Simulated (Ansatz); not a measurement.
**C₂H₃NO (SMILES COC#N): functionals against CCSD(T) at one geometry**

One table from this session's results is given with a row withheld; the runs are named, their logs left out.

Computed with Ansatz 0.2.0, Gaussian basis. Level: single points in def2-TZVPP.

Cores are frozen in the correlated methods.

**The starting structure**

7 atoms, charge 0, spin multiplicity 1.

Atoms are counted from 1 here; the program's logs count them from 0.

Bond lengths: C1–O2 1.566 Å, C1–H5 1.210 Å, C1–H6 1.102 Å, C1–H7 1.179 Å, O2–C3 1.222 Å, C3–N4 1.266 Å. Angles: O2–C1–H5 104.0°, O2–C1–H6 109.4°, O2–C1–H7 108.2°, H5–C1–H6 112.0°, H5–C1–H7 99.2°, H6–C1–H7 122.4°, C1–O2–C3 116.0°, O2–C3–N4 169.8°.

As a file:

```tsv
atom	x (Å)	y (Å)	z (Å)
C1	-0.3658	0.7156	-0.3070
O2	0.6447	-0.4785	-0.3847
C3	0.7142	-1.1865	0.6083
N4	0.7907	-2.0901	1.4911
H5	-0.9455	0.6775	-1.3679
H6	-1.0501	0.5601	0.5423
H7	0.2361	1.7179	-0.4572
```

Set-up of the first run:

run/in.yaml reads:

```yaml
crystal:
  periodic: [false, false, false]
  atoms:
    - {symbol: C, position_ang: [-0.365800, 0.715600, -0.307000]}
    - {symbol: O, position_ang: [0.644700, -0.478500, -0.384700]}
    - {symbol: C, position_ang: [0.714200, -1.186500, 0.608300]}
    - {symbol: N, position_ang: [0.790700, -2.090100, 1.491100]}
    - {symbol: H, position_ang: [-0.945500, 0.677500, -1.367900]}
    - {symbol: H, position_ang: [-1.050100, 0.560100, 0.542300]}
    - {symbol: H, position_ang: [0.236100, 1.717900, -0.457200]}
basis:
  gaussian: {orbitals: def2-TZVPP}
correlation: {method: ccsd_t}
output: {forces: true}
```

No record of the launch command was kept for these runs.

Among the steps run: CCSD(T)/def2-TZVPP; PBE0-D4/def2-TZVPP; wB97M-V/def2-TZVPP; r2SCAN-D4/def2-TZVPP; PBE-D4/def2-TZVPP; wB97X-V/def2-TZVPP; SPW92/def2-TZVPP.

One of the session's tables, all rows but one given; the rest of the session is left out.

| method | RMS force component (eV/Å) | angle to CCSD(T) forces (°) | dipole (D) |
| --- | --- | --- | --- |
| CCSD(T) | 3.459 | reference | 5.52 |
| PBE0-D4 | 3.611 | 6.3 | 5.72 |
| wB97M-V | 3.770 | 5.4 | 5.78 |
| r2SCAN-D4 | ? | ? | ? |
| PBE-D4 | 3.238 | 2.3 | 5.50 |
| wB97X-V | 3.803 | 5.1 | 5.83 |
| SPW92 | 3.248 | 5.9 | 5.62 |

**Question.** Estimate the row for r2SCAN-D4.

**Answer.** RMS force component (eV/Å): 3.407; angle to CCSD(T) forces (°): 5.1; dipole (D): 5.69. In the column «RMS force component (eV/Å)» it lies between SPW92 (3.248) and CCSD(T) (3.459).
